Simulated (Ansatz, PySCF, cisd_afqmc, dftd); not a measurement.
Reaction: Cl2 (molecular chlorine, SMILES ClCl) → Cl2+ (parent SMILES ClCl, doublet) + e-
Each species at its own B3LYP-D3(BJ)/def2-TZVP minimum (Ansatz, an electronic-structure program).

Quantity: adiabatic ionisation energy (0 K, zero-point energies from PySCF's Hessians at B3LYP-D3(BJ)/def2-TZVP), in eV. UHF or UKS for unpaired electrons; spin-orbit terms are left out. Correlated methods leave the cores frozen. Rows without X2C or -DK are non-relativistic. AFQMC is phaseless with a CISD trial state; ± is one standard error, without the phaseless bias. Outlying blocks are dropped, and bars are widened where a walk drifts. Over all cases where full CI ran beside it in this data, AFQMC minus full CI had a median of +0.1 mEh and passed +0.4 mEh in a tenth of the cases. CBS(X,Y): correlation extrapolated as X^-3, Hartree-Fock from the larger set (Q,5: extrapolated as (X+1)exp(-9√X)). A bracket is a step between two methods taken in the basis named. Functionals run without relativity, which enters their misses. 'core' is core correlation in cc-pwCVTZ (1s frozen past Ne), 'X2C' scalar relativity in cc-pVTZ-DK, both at CCSD(T).

Measured: 11.48 eV (CCCBDB table in ASE).

```json
[
 {"level": "HF/cc-pV(D+d)Z", "program": "Ansatz", "adiabatic ionisation energy (eV)": "11.11", "error against that value": "-0.37"},
 {"level": "B3LYP/def2-TZVPD", "program": "Ansatz", "adiabatic ionisation energy (eV)": "11.37", "error against that value": "-0.11"},
 {"level": "PBE0-D3(BJ)/def2-TZVPD", "program": "Ansatz + dftd3", "adiabatic ionisation energy (eV)": "11.32", "error against that value": "-0.16"},
 {"level": "PBE0/def2-TZVPD", "program": "Ansatz", "adiabatic ionisation energy (eV)": "11.32", "error against that value": "-0.16"},
 {"level": "CAM-B3LYP/def2-TZVPD", "program": "Ansatz", "adiabatic ionisation energy (eV)": "11.46", "error against that value": "-0.02"},
 {"level": "wB97M-V/def2-TZVPD", "program": "Ansatz", "adiabatic ionisation energy (eV)": "11.41", "error against that value": "-0.07"},
 {"level": "MP2/cc-pV(Q+d)Z", "program": "Ansatz", "adiabatic ionisation energy (eV)": "11.47", "error against that value": "-0.01"},
 {"level": "MP2/cc-pV(5+d)Z", "program": "Ansatz", "adiabatic ionisation energy (eV)": "11.52", "error against that value": "0.04"},
 {"level": "MP2/CBS(cc-pV(T+d)Z,cc-pV(Q+d)Z)", "program": "Ansatz", "adiabatic ionisation energy (eV)": "11.57", "error against that value": "0.09"},
 {"level": "CCSD/CBS(cc-pV(Q+d)Z,cc-pV(5+d)Z)", "program": "Ansatz", "adiabatic ionisation energy (eV)": "11.57", "error against that value": "0.09"},
 {"level": "CCSD(T)/CBS(cc-pV(Q+d)Z,cc-pV(5+d)Z)", "program": "Ansatz", "adiabatic ionisation energy (eV)": "11.56", "error against that value": "0.08"},
 {"level": "AFQMC/CISD/cc-pV(D+d)Z", "program": "cisd_afqmc", "adiabatic ionisation energy (eV)": "11.19 ± 0.02", "error against that value": "-0.29"},
 {"level": "CCSD(T)/CBS(cc-pV(Q+d)Z,cc-pV(5+d)Z) + [AFQMC/CISD - CCSD(T)]/cc-pV(D+d)Z + core + X2C", "program": "Ansatz + cisd_afqmc", "adiabatic ionisation energy (eV)": "11.56 ± 0.02", "error against that value": "0.08"},
 {"level": "CCSD(T)/CBS(cc-pV(Q+d)Z,cc-pV(5+d)Z) + [CCSDT(Q) - CCSD(T)]/cc-pV(T+d)Z + core + X2C", "program": "Ansatz", "adiabatic ionisation energy (eV)": "11.53", "error against that value": "0.05"}
]
```
